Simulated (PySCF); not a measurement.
## Electron detachment from hydroperoxide ion

System: hydroperoxide ion, `[O-]O` ([HO2]-). Coordinates in Å; atoms count from 1 in this order:
```
O     1.0750   -0.2203   -0.0880
O    -0.2448    0.4477   -0.1605
H    -0.8070   -0.2322    0.2235
```

Energies: frozen-core MP2/aug-cc-pVTZ (PySCF, unrestricted reference for open shells) on PBE0-D3(BJ)/ma-def2-SVP structures. Zero-point and thermal terms (298.15 K, 1 bar) come from unscaled PBE0-D3(BJ)/ma-def2-SVP harmonic frequencies, with soft modes damped to free rotors in the entropy.

Frontier levels of the parent (Hartree-Fock reference): HOMO -2.99 eV, LUMO 4.63 eV.

Oxidation to the radical:
- Vertical detachment energy (electronic): 1.94 eV
- Adiabatic detachment energy (with zero-point energy): 1.29 eV
- Adiabatic, electronic part: 1.26 eV
- Vertical gap at the product's structure: 0.68 eV
- Inner reorganisation energy (four-point): 1258 meV
- Relaxation of product / of parent: 673 / 586 meV
- ⟨S²⟩ of the product: 0.763
- Largest spin populations: O1 0.90, O2 0.11
- Largest changes of atomic charge: O1 0.66, O2 0.28
- Distances that move most (Å): O1–O2 1.481 → 1.302; O2–H 0.962 → 0.977

Known limits: the vertical radical is spin contaminated (⟨S²⟩ 0.86).

The single points of this level took 11 s of wall time on 1 thread of Arm Neoverse V1 (shared host), launched as `OMP_NUM_THREADS=1 python redox_run.py task.json out`.
